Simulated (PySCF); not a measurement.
Gas-phase reaction: B2H6 + 4 B = 6 BH

Method: PySCF energies plus ideal-gas RRHO corrections (1 bar). † marks an energy on the PBE0/def2-TZVP geometry and frequencies. CCSD(T) freezes the core. Open shells (unrestricted): B (multiplicity 2); the rest are closed-shell singlets. Spin-orbit splitting is ignored; it lowers the true energy and changes the entropy of B. B3LYP is the form with VWN-RPA correlation. CCSD(T) isn't extrapolated to the basis-set limit.

CCSD(T)/def2-TZVPP† gives ΔH°(298 K) = 333 kJ.

**Question.** What do B3LYP/def2-TZVP†, ωB97X-V/def2-TZVP†, PBE0/def2-QZVP† give?

**Answer.** B3LYP/def2-TZVP†: 379 kJ; ωB97X-V/def2-TZVP†: 394 kJ; PBE0/def2-QZVP†: 455 kJ. For scale, ΔH°(298 K) is 333 kJ at this level, 346 kJ at ωB97M-V/def2-TZVP†, and runs from -223 to 506 kJ over the 20 levels computed.
